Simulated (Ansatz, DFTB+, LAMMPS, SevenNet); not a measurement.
## How well does each level of theory give the transverse phonon frequency at X of fcc Cu?

Reference value: 169 cm⁻¹ (measured, temperature not stated, not corrected to a static lattice; as tabulated in He et al. (2014), arXiv:1309.4805).

### Question
What do EAM Cu_mishin1.eam.alloy, GFN1-xTB as cut by DFTB+, SevenNet-0, SNAP Cu_Zuo_JPCA2020.quadratic.snap, SNAP Cu_Zuo_JPCA2020.snap, LDA, PBE, PBEsol, r²SCAN give, and how far is each from the reference?

### Answer

| level (code) | value (cm⁻¹) | cell (Å³/atom) | difference (%) |
|---|---|---|---|
| EAM Cu_mishin1.eam.alloy (LAMMPS) | 174 | 11.81 | +3.0 |
| GFN1-xTB as cut by DFTB+ | 108 | 13.63 | -36 |
| SevenNet-0 | 160 | 11.79 | -5.3 |
| SNAP Cu_Zuo_JPCA2020.quadratic.snap (LAMMPS) | 161 | 12.01 | -4.7 |
| SNAP Cu_Zuo_JPCA2020.snap (LAMMPS) | 149 | 12.00 | -11.8 |
| LDA (Ansatz) | 186 | 10.89 | +10.1 |
| PBE (Ansatz) | 168 | 11.95 | -0.6 |
| PBEsol (Ansatz) | 181 | 11.31 | +7.1 |
| r²SCAN (Ansatz) | 179 | 11.44 | +5.9 |

Once the reference is moved by up to 3.0 % (a margin picked here for doubts on the reference and the settings, and for temperature and zero-point motion) and values within 1.0 % count as equal, the nearest can be PBE (-0.6 %), EAM Cu_mishin1.eam.alloy (+3.0 %), SNAP Cu_Zuo_JPCA2020.quadratic.snap (-4.7 %) or SevenNet-0 (-5.3 %). Farthest off among them: GFN1-xTB as cut by DFTB+ (-36 %).

The measured value isn't corrected to a static lattice, so vibrations enter the comparison.  GFN1-xTB as cut by DFTB+: the method was fitted mainly to molecules. GFN1-xTB as cut by DFTB+: codes differ in how they cut the long-range tail of xTB's charge interaction in a crystal, so the value belongs to this code. Each level is taken at its own relaxed cell. Cutoffs differ between the levels. Ansatz's density-functional and Hartree–Fock values are scalar-relativistic unless marked +SOC, with PAW data made under PBE.

Empirical potentials (EAM Cu_mishin1.eam.alloy) are fitted to chosen data: where that held the value shown, agreement is built in, and what lay outside the fit can be far off. Machine-learned potentials (SNAP Cu_Zuo_JPCA2020.quadratic.snap, SNAP Cu_Zuo_JPCA2020.snap, SevenNet-0) are trained on DFT data: a solid inside that data is no test of them.

Differences are worked out from the printed values.

Ansatz is a first-principles code.
